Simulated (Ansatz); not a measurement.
# BH2 (doublet): B3LYP, wB97M-V over a scan of the distance B1–H2, aug-cc-pVDZ

How well do these functionals follow the top wave-function level for BH2 (doublet) over a scan of the distance B1–H2?

Method: aug-cc-pVDZ, all electrons in the functionals; program: Ansatz 0.2.0, Gaussian basis.

Plan: B3LYP, wB97M-V, at 0.962 Å; 1.075 Å; 1.191 Å; 1.340 Å; 1.487 Å; 1.619 Å; 1.933 Å; 2.152 Å; 2.646 Å; 3.291 Å; 4.139 Å.

15 further runs of the same task are left out: 11 that didn't finish, 4 set aside as unsound or not needed.

## Step 1: What is computed

The geometry derives from a PBE0/def2-TZVP stationary point (not a proven minimum). One bond is set to the value named and the two fragments are kept rigid.

3 atoms, charge 0, spin multiplicity 2.

Atoms are counted from 1 here; the program's logs count them from 0.

Bond lengths: B1–H2 1.191 Å, B1–H3 1.191 Å. Angles: H2–B1–H3 129.4°.

No dispersion term is added; wB97M-V holds VV10 nonlocal correlation. B3LYP takes the VWN-RPA correlation.

The geometry shown and the zero of energy belong to the point 1.191 Å. The yardstick, FCI, and other wave-function levels (R restricted, U unrestricted, valence and pair active spaces) come from earlier runs.

## Step 2: B3LYP, 0.962 Å

in.yaml reads:

```yaml
crystal:
  periodic: [false, false, false]
  atoms:
    - {symbol: B, position_ang: [0.000000, -0.072308, -0.016288]}
    - {symbol: H, position_ang: [0.000000, 0.338793, -0.886023]}
    - {symbol: H, position_ang: [0.000000, 0.436765, 1.060720]}
basis:
  gaussian: {orbitals: aug-cc-pVDZ}
magnetization: {spin_polarized: true, initial_magnetization: 1}
hamiltonian: {xc: {name: B3LYP}}
```

Command:

```sh
$ ansatz run in.yaml --threads 1 --pin off --events-out ev --progress --plain --max-ram 2393MiB
```

After this run come: B3LYP, 1.075 Å; B3LYP, 1.191 Å; B3LYP, 1.340 Å; B3LYP, 1.487 Å; B3LYP, 1.619 Å; B3LYP, 1.933 Å; B3LYP, 2.152 Å; B3LYP, 2.646 Å; B3LYP, 3.291 Å; B3LYP, 4.139 Å; wB97M-V, 0.962 Å; wB97M-V, 1.075 Å; wB97M-V, 1.191 Å; wB97M-V, 1.340 Å; wB97M-V, 1.487 Å; wB97M-V, 1.619 Å; wB97M-V, 1.933 Å; wB97M-V, 2.152 Å; wB97M-V, 2.646 Å; wB97M-V, 3.291 Å; wB97M-V, 4.139 Å.

**Question.** What will the summary of the whole plan be? Wanted: span of the FCI curve; largest miss, B3LYP; largest miss, wB97M-V.

**Answer**, as computed:

```
             quantity                   value
span of the FCI curve            335.8 kJ/mol
  largest miss, B3LYP  +37.8 kJ/mol (4.139 Å)
largest miss, wB97M-V  +23.0 kJ/mol (2.152 Å)
```

What this shows: Of the functionals, wB97M-V keep the smallest largest miss at the points compared (at most 23.0 kJ/mol) and B3LYP strays most (37.8 kJ/mol, at 4.139 Å). Functionals and the yardstick converge differently with the basis, so part of each miss in aug-cc-pVDZ is the basis.
